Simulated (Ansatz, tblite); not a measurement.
**The cluster PdS₂+: one state, many levels**

The task here is to estimate one member of a computed series from the others.

Program: Ansatz 0.2.0, Gaussian basis. Level of theory: as each input shows. These are calculated values, not measurements.

Plan: GFN1-xTB, GFN2-xTB, PBE-D4/def2-TZVP, r2SCAN-D4/def2-TZVP, PBE-QIDH/def2-TZVP, ωB97M-V/def2-TZVP, B3LYP-D4/def2-TZVP, HF/def2-TZVP, BHLYP-D4/def2-TZVP, PBE+5HF/def2-TZVP, PBE+10HF/def2-TZVP, PBE+15HF/def2-TZVP, PBE+35HF/def2-TZVP, PBE+50HF/def2-TZVP, PBE-D4/def2-SVP, PBE0-D4/def2-SVP, CCSD(T)/def2-TZVPP, MP2/def2-TZVP, RPA/def2-TZVP.

3 further runs of the same task are left out: 3 set aside as unsound or not needed. Runs told in other sessions of the task aren't counted.

**The relaxed structure**

The doublet was relaxed beforehand with PBE-D4/def2-TZVP. At that level it is the lowest of the isomers that a small search found.

3 atoms, charge 1, spin multiplicity 2.

Bond lengths: Pd1–S2 2.271 Å, Pd1–S3 2.271 Å, S2–S3 1.937 Å. Angles: S2–Pd1–S3 50.5°, Pd1–S2–S3 64.8°, Pd1–S3–S2 64.8°.

Pd takes a core potential in the def2 sets. No spin-orbit coupling is included. The ion is computed in the gas phase, without counter-ions or solvent.

PBE0-D4/def2-TZVP was run before; its log isn't repeated, and its numbers join the tables.

Set-up of the first run:

Tight binding, by tblite at 300 K electronic temperature and without a spin-polarisation term:

```python
tblite.interface.Calculator('GFN1-xTB', numbers, positions, charge=1, uhf=1).singlepoint()
```

Tight binding, by tblite at 300 K electronic temperature and without a spin-polarisation term:

```python
tblite.interface.Calculator('GFN2-xTB', numbers, positions, charge=1, uhf=1).singlepoint()
```

start.molden holds the orbitals of an earlier run on this state, given as this run's starting guess.

Input file in.yaml:

```yaml
crystal:
  periodic: [false, false, false]
  atoms:
    - {symbol: Pd, position_ang: [-1.356156, 0.181227, -0.060990]}
    - {symbol: S, position_ang: [0.806253, 0.869492, 0.033155]}
    - {symbol: S, position_ang: [0.549903, -1.050719, 0.027825]}
basis:
  gaussian: {orbitals: def2-TZVP, initial_orbitals: start.molden}
total_charge: 1
magnetization: {spin_polarized: true, initial_magnetization: 1}
hamiltonian: {xc: pbe, dispersion: d4}
scf: {omitted_lower_state_checks: [starts]}
output: {orbitals: {seedname: orbitals}}
```

Launch:

```sh
ansatz run in.yaml --threads 4 --pin off --events-out ev --progress --plain --max-ram 3916MiB
```

Among the steps run: PBE-D4/def2-TZVP; r2SCAN-D4/def2-TZVP; PBE-QIDH/def2-TZVP; ωB97M-V/def2-TZVP; B3LYP-D4/def2-TZVP; HF/def2-TZVP; BHLYP-D4/def2-TZVP; PBE+5HF/def2-TZVP; PBE+10HF/def2-TZVP; PBE+15HF/def2-TZVP; PBE+35HF/def2-TZVP; PBE+50HF/def2-TZVP; PBE-D4/def2-SVP; PBE0-D4/def2-SVP; CCSD(T)/def2-TZVPP; MP2/def2-TZVP; RPA/def2-TZVP.

One table of the session follows, with a row left open; its other results are not shown here.

It belongs to the step «Levels side by side». 

| level | HOMO (eV) | LUMO (eV) | gap (eV) |
| --- | --- | --- | --- |
| HF/def2-TZVP | -16.07 | -6.00 | 10.06 |
| PBE-D4/def2-SVP | -11.62 | -10.84 | 0.78 |
| PBE-D4/def2-TZVP | ? | ? | ? |
| r2SCAN-D4/def2-TZVP | -11.76 | -10.63 | 1.13 |
| B3LYP-D4/def2-TZVP | -12.55 | -10.00 | 2.55 |
| PBE0-D4/def2-SVP | -13.04 | -9.99 | 3.04 |
| PBE0-D4/def2-TZVP | -12.84 | -9.79 | 3.05 |
| BHLYP-D4/def2-TZVP | -14.05 | -8.71 | 5.33 |
| ωB97M-V/def2-TZVP | -14.81 | -7.70 | 7.11 |
| PBE+5HF/def2-TZVP | -11.74 | -10.49 | 1.25 |
| PBE+10HF/def2-TZVP | -12.02 | -10.32 | 1.69 |
| PBE+15HF/def2-TZVP | -12.29 | -10.15 | 2.14 |
| PBE+35HF/def2-TZVP | -13.39 | -9.43 | 3.97 |
| PBE+50HF/def2-TZVP | -14.22 | -8.82 | 5.40 |

Q: Estimate the row for PBE-D4/def2-TZVP from the others.

**Answer.** HOMO (eV): -11.47; LUMO (eV): -10.67; gap (eV): 0.80. In the column «HOMO (eV)» it is the highest.

To keep in mind: Doubts: large T1 diagnostic, spin contamination. Notes on CCSD(T)/def2-TZVPP: large T1 diagnostic, spin contamination.
